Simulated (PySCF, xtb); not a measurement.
Potential energy curve for SMILES O=CO (CH2O2). The C2–H5 bond (C2 also carries O, O; H5 carries nothing else) is pulled apart rigidly from the PBE0/def2-TZVP optimised geometry.

Computed with: UKS-BP86/6-31G* = unrestricted BP86/6-31G*, spherical d in PySCF 2.14.0; UCCSD(T) = PySCF with CCSD(T) on UHF/cc-pVDZ, 3 core orbitals frozen; GFN1-xTB (xtb); RKS-PBE0 = restricted PBE0/cc-pVDZ run with PySCF.

Energies are in mEh, each relative to the lowest point of its own curve near equilibrium.

```
R / Å  UKS-BP86/6-31G*  UCCSD(T)  GFN1-xTB  RKS-PBE0
-----  ---------------  --------  --------  --------
0.87              54.8      57.6      52.3      55.8
0.93              27.0      28.5      24.9      27.4
0.99              10.6      11.2       9.4      10.6
1.04               3.3       3.5       2.7       3.2
1.06               1.6       1.7       1.2       1.5
1.10               0.0       0.0       0.0       0.0
1.14               0.3       0.4       0.6       0.5
1.15               0.6       0.7       1.0       0.9
1.20               3.5       3.8       4.0       4.1
1.26               9.1       9.8       9.8      10.2
1.35              20.1      21.8      21.4      22.3
1.49              40.3      43.6      43.2      44.6
1.65              64.0      68.8      69.5      71.2
1.81              86.3      92.7      94.9      96.4
1.99             108.6     115.8     120.8     122.0
2.20             131.0     137.1     146.5     147.6
2.41             147.3     150.3     166.9     169.1
2.71             159.0     157.9     187.9     193.5
2.98             163.7     160.1     200.4     210.2
3.34             166.5     161.1     210.5     226.6
3.81             167.7     161.5     216.3     240.7
```

At the longest distance, 3.81 Å, RKS-PBE0 lies highest above its minimum (240.7 mEh) and UCCSD(T) lowest (161.5 mEh).

The unrestricted determinant behind UKS-BP86/6-31G* is spin-contaminated at 2.41 to 3.81 Å (<S²> up to 1.0, against 0.00 for a pure singlet). The unrestricted determinant behind UCCSD(T) is spin-contaminated at 1.65 to 3.81 Å (<S²> up to 1.0, against 0.00 for a pure singlet). The restricted form behind RKS-PBE0 keeps the bonding electrons paired and can't separate into open-shell fragments.
